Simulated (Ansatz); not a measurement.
Results of r²SCAN (PAW; Ansatz, a program for electronic structure) for rock-salt TiC.

Settings: plane-wave cutoff 600 eV, 16×16×16 k mesh, Fermi–Dirac smearing 0.1 eV, finite displacements, no spin polarisation, scalar-relativistic PAW data made under PBE.

The cell has the measured lattice: a = 4.327 Å, b = 4.327 Å, c = 4.327 Å, α = 90.00°, β = 90.00°, γ = 90.00°.

Problem. Predict the zone-centre TO phonon frequency.

Solution. 
- zone-centre TO phonon frequency = 511 cm⁻¹

Note: the cell isn't this level's own, so it is under some stress, which shifts stiffness and frequencies.
